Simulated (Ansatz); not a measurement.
Antifluorite Mg₂Ge was calculated with PBE-D3(BJ) (plane waves, PAW; Ansatz, a first-principles code).

Settings: plane-wave cutoff 520 eV, 20×20×20 k mesh, scalar-relativistic PAW data made under PBE.

Computed at the level's own relaxed cell.

Hill averages of the elastic tensor: K = 54.6 GPa, G = 46.7 GPa. Volume 21.080 Å³/atom, mean atomic mass 40.417 u.

Q: Work out the density, the sound velocities of a polycrystal and the elastic Debye temperature at this level.

A: ρ = 1.66054 × 40.417/21.080 = 3.184 g/cm³. v_l = √[(K + 4G/3)/ρ] = 6.058 km/s and v_t = √(G/ρ) = 3.830 km/s. The mean follows from 3/v_m³ = 1/v_l³ + 2/v_t³: v_m = 4.214 km/s. Θ_D = (ħ/k_B) v_m (6π²/V)^(1/3) = 76.38 K Å s/km × 4.214 × 1.4110 Å⁻¹ = 454 K, counting all atoms of the cell.

Note: the dispersion coefficients are held fixed in the derivatives.
